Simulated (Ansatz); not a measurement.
Geometry optimisation, Ansatz, RKS r2SCAN-D4/def2-SVP.

input.yaml

```yaml
crystal:
  periodic: [false, false, false]
  atoms:
    - { symbol: B, position_ang: [0.010695, -0.444841, -0.378607] }
    - { symbol: F, position_ang: [-0.02599, 0.168419, 2.059143] }
    - { symbol: H, position_ang: [1.071405, 0.083525, -0.552787] }
    - { symbol: H, position_ang: [-1.064692, 0.02588, -0.615699] }
    - { symbol: Cl, position_ang: [0.043829, -2.208041, 0.096774] }
    - { symbol: H, position_ang: [0.102053, -0.739642, 2.202775] }
basis:
  gaussian: { orbitals: def2-SVP }
hamiltonian:
  xc: r2scan
  dispersion: d4
relax:
  f_tol: 0.03
  max_steps: 50
output:
  orbitals: {}
```

Launched with:

```bash
$ ansatz run input.yaml --threads 1 --pin off --max-ram 2048MiB --backend cpu --events-out ev --progress --plain --runs-dir out
```

Question: Where does it end, and by what steps?

Answer: It converged. After 5 steps the energy has fallen by 0.084 eV; F2 moved furthest, 0.32 Å.

```
step  energy less start (eV)  largest force component (eV/Å)  accepted
   0                  0.0000                           0.991       yes
   1                 -0.0428                           0.634       yes
   2                 -0.0525                           0.948       yes
   3                 -0.0783                           0.349       yes
   4                 -0.0826                           0.120       yes
   5                 -0.0842                           0.027       yes
```

```xyz
6
Properties=species:S:1:pos:R:3
B 0.016 -0.416 -0.184
F 0.005 0.125 1.742
H 1.065 0.092 -0.471
H -1.055 0.037 -0.475
Cl 0.066 -2.184 0.168
H 0.041 -0.768 2.032
```

Time of the run: 19 s on 1 thread of Arm Neoverse V1, on a shared host, peak memory 0.13 GiB.
